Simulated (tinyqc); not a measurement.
Worked calculation: extended Hueckel theory, for N2. Computed by tinyqc, a small Python program that keeps every step (integrals from PySCF). Settings: charge = 0, K = 1.75, weighted = 1, multiplicity = 1. Command: `OMP_NUM_THREADS=1 python tinyqc.py 31289 31290 out.jsonl` (the two numbers bound the seeds that draw the settings). One thread of a shared host (Intel(R) Xeon(R) Processor @ 2.60GHz), about 0.01 s of CPU time with the checks.

## Overlaps

Geometry (angstrom):
```
atom       x       y       z
N     0.0000  0.0000  0.0000
N     0.0000  0.0000  0.9920
```

Parameters chosen for this run:
```
element  shell  Slater exponent  H_ii (eV)
N           2s           1.9500   -26.0000
N           2p           1.9500   -13.4000
```

Slater orbitals, each expanded in six Gaussians scaled to its exponent.

overlap S:
```
          1N 2s  1N 2px  1N 2py   1N 2pz   2N 2s  2N 2px  2N 2py   2N 2pz
1N 2s    1.0000  0.0000  0.0000   0.0000  0.5167  0.0000  0.0000  -0.4747
1N 2px   0.0000  1.0000  0.0000   0.0000  0.0000  0.3427  0.0000   0.0000
1N 2py   0.0000  0.0000  1.0000   0.0000  0.0000  0.0000  0.3427   0.0000
1N 2pz   0.0000  0.0000  0.0000   1.0000  0.4747  0.0000  0.0000  -0.2866
2N 2s    0.5167  0.0000  0.0000   0.4747  1.0000  0.0000  0.0000   0.0000
2N 2px   0.0000  0.3427  0.0000   0.0000  0.0000  1.0000  0.0000   0.0000
2N 2py   0.0000  0.0000  0.3427   0.0000  0.0000  0.0000  1.0000   0.0000
2N 2pz  -0.4747  0.0000  0.0000  -0.2866  0.0000  0.0000  0.0000   1.0000
```

## Wolfsberg-Helmholz matrix

diagonal H_ii (eV): 1N 2s -26.0000, 1N 2px -13.4000, 1N 2py -13.4000, 1N 2pz -13.4000, 2N 2s -26.0000, 2N 2px -13.4000, 2N 2py -13.4000, 2N 2pz -13.4000

K = 1.7500

H_ij = K' S_ij (H_ii + H_jj)/2 for i != j (the diagonal keeps H_ii), with K' = K + D^2 + D^4 (1 - K), D = (H_ii - H_jj)/(H_ii + H_jj), K = 1.75.

H (eV):
```
           1N 2s    1N 2px    1N 2py    1N 2pz     2N 2s    2N 2px    2N 2py    2N 2pz
1N 2s   -26.0000    0.0000    0.0000    0.0000  -23.5105    0.0000    0.0000   17.2496
1N 2px    0.0000  -13.4000    0.0000    0.0000    0.0000   -8.0358    0.0000    0.0000
1N 2py    0.0000    0.0000  -13.4000    0.0000    0.0000    0.0000   -8.0358    0.0000
1N 2pz    0.0000    0.0000    0.0000  -13.4000  -17.2496    0.0000    0.0000    6.7219
2N 2s   -23.5105    0.0000    0.0000  -17.2496  -26.0000    0.0000    0.0000    0.0000
2N 2px    0.0000   -8.0358    0.0000    0.0000    0.0000  -13.4000    0.0000    0.0000
2N 2py    0.0000    0.0000   -8.0358    0.0000    0.0000    0.0000  -13.4000    0.0000
2N 2pz   17.2496    0.0000    0.0000    6.7219    0.0000    0.0000    0.0000  -13.4000
```

## Orbitals

valence electrons = 10

Solve H C = S C e through S^(-1/2); fill by pairs from the bottom, a degenerate level sharing its electrons equally; each orbital has its largest coefficient positive (the first on a tie).

orbital energies (eV): -32.7310  -20.3507  -15.9650  -15.9650  -12.3669  -8.1607  -8.1607  115.6326

occupations: 2.0000  2.0000  2.0000  2.0000  2.0000  0.0000  0.0000  0.0000

coefficients:
```
            MO1      MO2     MO3      MO4      MO5      MO6      MO7      MO8
1N 2s    0.5593   0.4914  0.0000   0.0000  -0.2447   0.0000   0.0000   1.6572
1N 2px   0.0000   0.0000  0.3163   0.5219   0.0000   0.2174   0.8446   0.0000
1N 2py   0.0000   0.0000  0.5219  -0.3163   0.0000   0.8446  -0.2174   0.0000
1N 2pz   0.0435  -0.4757  0.0000   0.0000   0.6614   0.0000   0.0000   1.3409
2N 2s    0.5593  -0.4914  0.0000   0.0000  -0.2447   0.0000   0.0000  -1.6572
2N 2px   0.0000   0.0000  0.3163   0.5219   0.0000  -0.2174  -0.8446   0.0000
2N 2py   0.0000   0.0000  0.5219  -0.3163   0.0000  -0.8446   0.2174   0.0000
2N 2pz  -0.0435  -0.4757  0.0000   0.0000  -0.6614   0.0000   0.0000   1.3409
```

sum of one-electron energies = -194.7571 eV

Within a degenerate level the vectors are fixed only up to a rotation; this is one choice.

## Mulliken analysis

P = C n C^T; charge = valence electrons (N 5) minus the sum of (P S)_ii on the atom; overlap population = 2 sum P_ij S_ij between two atoms.

charges: 1N 0.0000, 2N 0.0000

Overlap populations:
```
pair     value
2-1   1.901887
```
